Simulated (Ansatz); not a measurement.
InAs (zinc blende): values from a third-order Birch-Murnaghan fit to a volume scan beside measured ones. Computed values: PBE (plane waves to 420 eV, PAW, scalar-relativistic; Ansatz, a program for electronic structure). At this level the bands of InAs touch or barely overlap; measurements give the solid a gap. InAs was relaxed with its symmetry unable to fall.

| quantity | reference | kind | PBE | difference |
|---|---|---|---|---|
| Lattice constant a (Å) | 6.047 | measured, corrected to the static lattice | 6.187 | +2.3 % |
| Bulk modulus B₀ (GPa) | 58.6 | measured, corrected to the static lattice | 48.3 | -17.6 % |

PBE overestimates the lattice constant a by 2.3 %. PBE underestimates the bulk modulus B₀ by 17.6 %.

References as given in: Daniel Mejia-Rodriguez, S. B. Trickey, Physical Review B (2018), arXiv:1807.09216.

(Under strain, the slope of the energy per volume gives the stress and its curvature an elastic modulus.)
